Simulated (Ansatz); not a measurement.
Voigt–Reuss–Hill bulk modulus (GPa) of solids drawn from the class of elemental solids other than molecular ones, at two levels: PBE (plane waves, PAW; Ansatz, a first-principles code), and r²SCAN (PAW; Ansatz).

| solid | PBE | r²SCAN | shift (%) |
|---|---|---|---|
| hcp Cd | 40.3 | 48.6 | +21 |
| hcp Ti | 112 | 117 | +4.5 |
| hcp Sc | 54.3 | 55.0 | +1.3 |
| hcp Tc | 300 | 320 | +6.7 |
| hcp Re | 364 | 388 | +6.6 |
| hcp Be | 123 | 125 | +1.6 |
| hcp Os | 397 | 428 | +7.8 |
| double-hcp La | 24.9 | 22.8 | -8.4 |
| body-centred tetragonal In | 35.5 | 41.8 | +17.7 |
| hcp Zn | 67.0 | 79.6 | +18.8 |

The shifts run from -8.4 % to +21 %, with a median of +6.6 %.

Over all 10 rows r²SCAN is the larger in 9.

Ansatz's runs of these crystals have no spin polarisation. A magnetic state wasn't tried for hcp Ti, hcp Sc with meta-GGA or hybrid levels, which favour moments.

Spin–orbit coupling is left out, also for the solids with elements from indium on (hcp Re, hcp Os, double-hcp La, body-centred tetragonal In); its size isn't shown.

Each level is taken at its own relaxed cell. Ansatz's density-functional and Hartree–Fock values are scalar-relativistic unless marked +SOC, with PAW data made under PBE.
